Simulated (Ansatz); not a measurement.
# [Pr(NH3)6]3+ (PrN₆H₁₈ (+3)): rung by rung

The task here is to estimate one member of a computed series from the others.

Method: as each input shows; program: Ansatz 0.2.0, Gaussian basis.

Plan: PBE-D4/def2-TZVP, r2SCAN-D4/def2-TZVP, PBE-D4/def2-SVP, PBE0-D4/def2-SVP, MP2/def2-SVP.

4 further runs of the same task are left out: 3 that didn't finish, 1 set aside as unsound or not needed.

## The structure

The triplet was relaxed beforehand with PBE-D4/def2-SVP.

25 atoms, charge 3, spin multiplicity 3.

Atoms are counted from 1 here; the program's logs count them from 0.

Bond lengths: Pr1–N2 2.627 Å, Pr1–N6 2.626 Å, Pr1–N10 2.621 Å, Pr1–N14 2.622 Å, Pr1–N18 2.621 Å, Pr1–N22 2.621 Å, N2–H3 1.038 Å, N2–H4 1.038 Å, N2–H5 1.038 Å, N6–H7 1.038 Å, N6–H8 1.038 Å, N6–H9 1.038 Å, N10–H11 1.038 Å, N10–H12 1.038 Å, N10–H13 1.038 Å, N14–H15 1.038 Å, N14–H16 1.038 Å, N14–H17 1.038 Å and more. Angles: N2–Pr1–N6 179.5°, N2–Pr1–N10 90.1°, N2–Pr1–N14 90.6°, N2–Pr1–N18 89.4°, N2–Pr1–N22 90.1°, N6–Pr1–N10 90.4°, N6–Pr1–N14 88.9°, N6–Pr1–N18 90.5°, N6–Pr1–N22 90.0°, N10–Pr1–N14 179.3°, N10–Pr1–N18 89.9°, N10–Pr1–N22 89.6°, N14–Pr1–N18 90.1°, N14–Pr1–N22 90.4°, N18–Pr1–N22 179.3°, Pr1–N2–H3 115.5°, Pr1–N2–H4 115.2°, Pr1–N2–H5 116.0° and more.

Pr takes a core potential in the def2 sets. No spin-orbit coupling is included. The ion is computed in the gas phase, without counter-ions or solvent.

PBE0-D4/def2-TZVP was run before; its log isn't repeated, and its numbers join the tables.

Set-up of the first run:

start.molden holds the orbitals of an earlier run on this state, given as this run's starting guess.

Contents of in.yaml:

```yaml
crystal:
  periodic: [false, false, false]
  atoms:
    - {symbol: Pr, position_ang: [-0.000047, -0.000716, 0.000936]}
    - {symbol: N, position_ang: [-0.005545, 0.015203, 2.628348]}
    - {symbol: H, position_ang: [0.842659, 0.413419, 3.074315]}
    - {symbol: H, position_ang: [-0.083352, -0.918276, 3.075168]}
    - {symbol: H, position_ang: [-0.773428, 0.549695, 3.077691]}
    - {symbol: N, position_ang: [-0.015843, -0.012152, -2.624914]}
    - {symbol: H, position_ang: [-0.840057, -0.462167, -3.066474]}
    - {symbol: H, position_ang: [0.781650, -0.495498, -3.080213]}
    - {symbol: H, position_ang: [-0.000157, 0.925613, -3.069197]}
    - {symbol: N, position_ang: [2.621021, -0.017238, 0.003586]}
    - {symbol: H, position_ang: [3.070491, 0.917663, -0.027755]}
    - {symbol: H, position_ang: [3.070031, -0.517670, -0.786969]}
    - {symbol: H, position_ang: [3.057640, -0.457896, 0.835774]}
    - {symbol: N, position_ang: [-2.621607, 0.014557, -0.033597]}
    - {symbol: H, position_ang: [-3.052513, 0.579672, -0.789827]}
    - {symbol: H, position_ang: [-3.076083, 0.385839, 0.822255]}
    - {symbol: H, position_ang: [-3.071102, -0.913303, -0.151453]}
    - {symbol: N, position_ang: [0.018963, 2.620250, 0.013984]}
    - {symbol: H, position_ang: [0.308145, 3.058386, 0.909349]}
    - {symbol: H, position_ang: [-0.895757, 3.070540, -0.180043]}
    - {symbol: H, position_ang: [0.650205, 3.066617, -0.678348]}
    - {symbol: N, position_ang: [0.002575, -2.621846, 0.011143]}
    - {symbol: H, position_ang: [-0.208777, -3.070101, -0.900949]}
    - {symbol: H, position_ang: [-0.680380, -3.067207, 0.653269]}
    - {symbol: H, position_ang: [0.901240, -3.063386, 0.283930]}
basis:
  gaussian: {orbitals: def2-TZVP, initial_orbitals: start.molden}
total_charge: 3
magnetization: {spin_polarized: true, initial_magnetization: 2}
hamiltonian: {xc: pbe, dispersion: d4}
scf: {omitted_lower_state_checks: [starts]}
output: {forces: true, orbitals: {seedname: orbitals}}
```

Run with:

```
$ ansatz run in.yaml --threads 4 --pin off --events-out ev --progress --plain --max-ram 6963MiB
```

Steps of the session up to this table: PBE-D4/def2-TZVP; r2SCAN-D4/def2-TZVP; PBE-D4/def2-SVP; PBE0-D4/def2-SVP; MP2/def2-SVP.

One table of the session follows, with a row left open; its other results are not shown here.

| level | HOMO (eV) | LUMO (eV) | gap (eV) |
| --- | --- | --- | --- |
| PBE-D4/def2-SVP | -17.27 | -16.69 | 0.58 |
| PBE-D4/def2-TZVP | -17.41 | -16.82 | 0.59 |
| r2SCAN-D4/def2-TZVP | ? | ? | ? |
| PBE0-D4/def2-SVP | -20.72 | -14.40 | 6.32 |
| PBE0-D4/def2-TZVP | -20.80 | -14.50 | 6.30 |

**Question.** Estimate the row for r2SCAN-D4/def2-TZVP.

As computed: HOMO (eV): -17.94; LUMO (eV): -16.51; gap (eV): 1.44. In the column «HOMO (eV)» it lies between PBE0-D4/def2-SVP (-20.72) and PBE-D4/def2-TZVP (-17.41).
